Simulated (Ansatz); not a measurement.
# AlSiH4 (doublet): from Hartree-Fock to the top rungs at distance Al1–H4 along a hydrogen transfer = 1.701 Å, cc-pVDZ

An exercise on one series of results from a longer session: the logs are not shown, and one member is left open.

The runs use Ansatz 0.2.0, Gaussian basis; cc-pVDZ, core rule «outside noble gas», up to 10 orbitals frozen.

To be run: UHF; CCSD(T) on ROHF; CCSD(T) on UHF; BCCD(T) on ROHF; CISD; CCSDT(Q) on ROHF; CCSDT(Q) on UHF; CASSCF and MRCISD+Q, 3 electrons in 3 orbitals; CASSCF and NEVPT2, 3 electrons in 3 orbitals; CASSCF and NEVPT2, 9 electrons in 9 orbitals.

7 further runs of the same task are left out: 7 that didn't finish.

**The geometry**

The geometry derives from fragments relaxed apart (PBE0/def2-TZVP) and kept rigid, so it is no stationary point. A hydrogen atom is moved between rigid fragments.

6 atoms, charge 0, spin multiplicity 2.

Atoms are counted from 1 here; the program's logs count them from 0.

Bond lengths: Al1–H2 1.586 Å, Al1–H3 1.586 Å, Al1–H4 1.701 Å, Si5–H6 1.532 Å. Angles: H2–Al1–H3 120.0°, H2–Al1–H4 120.0°, H3–Al1–H4 120.0°.

The first run:

in.yaml reads:

```yaml
crystal:
  periodic: [false, false, false]
  atoms:
    - {symbol: Al, position_ang: [-1.894176, 0.025233, 0.000000]}
    - {symbol: H, position_ang: [-2.687099, 1.398618, 0.000000]}
    - {symbol: H, position_ang: [-2.687100, -1.348151, 0.000000]}
    - {symbol: H, position_ang: [-0.193176, 0.025233, 0.000000]}
    - {symbol: Si, position_ang: [1.935824, 0.025233, 0.000000]}
    - {symbol: H, position_ang: [2.332258, -1.454280, 0.000000]}
basis:
  gaussian: {orbitals: cc-pVDZ}
magnetization: {spin_polarized: true, initial_magnetization: 1}
hamiltonian: {xc: hf}
output: {orbitals: {seedname: orbitals}}
```

Command:

```bash
$ ansatz run in.yaml --threads 1 --pin off --events-out ev --progress --plain --max-ram 2393MiB
```

Among the steps run: UHF; CCSD(T) on ROHF; CCSD(T) on UHF; BCCD(T) on ROHF; CISD; CCSDT(Q) on ROHF; CCSDT(Q) on UHF; CASSCF and MRCISD+Q, 3 electrons in 3 orbitals; CASSCF and NEVPT2, 3 electrons in 3 orbitals; CASSCF and NEVPT2, 9 electrons in 9 orbitals.

One of the session's tables, all rows but one given; the rest of the session is left out.

| method | from UCCSDT(Q) (kcal/mol) |
| --- | --- |
| ROHF | +128.03 |
| UHF | ? |
| RMP2 | +32.35 |
| UMP2 | +32.78 |
| CISD | +14.01 |
| RCCSD | +3.24 |
| UCCSD | +3.18 |
| RCCSD(T) | +0.81 |
| UCCSD(T) | +0.81 |
| BCCD(T) | +0.80 |
| RCCSDT | +0.09 |
| UCCSDT | +0.09 |
| RCCSDT(Q) | 0.00 |
| UCCSDT(Q) | 0 |
| CASSCF pair | +118.43 |
| NEVPT2 pair | +32.05 |
| CASSCF frontier | +90.05 |
| NEVPT2 frontier | +28.65 |

Estimate the missing values for UHF.

The run gave: from UCCSDT(Q) (kcal/mol): +125.30. In the column «from UCCSDT(Q) (kcal/mol)» it lies between CASSCF pair (+118.43) and ROHF (+128.03).

Not comparable, so not listed: CASSCF and MRCISD+Q, 3 electrons in 3 orbitals (they don't share determinant, frozen orbitals or solution with the rows shown, or repeat one).

Limits of these values: Restricted and unrestricted rows rest on different reference determinants; where their highest levels disagree by more than a few hundredths of an eV, they describe different states and don't form one ladder. Warnings in the runs' records: passed over end.
